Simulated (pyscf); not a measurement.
H₂N–SiH₂–F + hydrogen (H₂) → silylamine (H₂N–SiH₃) + hydrogen fluoride (HF), a four-centre exchange (singlet surface; F–Si, H–H broken, H–Si, F–H formed). Optimised with ωB97X-D3(BJ)/def2-SVP in PySCF. Energies in kJ/mol from the separated reactants.

Small-basis levels: PySCF, no dispersion term, spherical d functions. 

### Question
Quick B3LYP/LANL2DZ single points give ΔE‡ = 235.5 kJ/mol and ΔE = +108.4 kJ/mol. What does ωB97M-D3(BJ)/def2-TZVP give, and how far is the quick result from it?

### Answer
ωB97M-D3(BJ)/def2-TZVP gives ΔE‡ = 234.3 kJ/mol and ΔE = +142.2 kJ/mol. B3LYP/LANL2DZ lies 1.2 kJ/mol over it in the barrier and 33.9 kJ/mol under it in the reaction energy, so on this step it does not hold to within 12.6 kJ/mol. ωB97M-D3(BJ)/def2-TZVP has limits of its own. The same reactants have a lower exit, to F–SiH₃ + NH₃ (barrier +188.0 kJ/mol at ωB97M-D3(BJ)/def2-TZVP, against +234.3 kJ/mol here). This is the saddle that the search found; another between the same sides may lie lower.
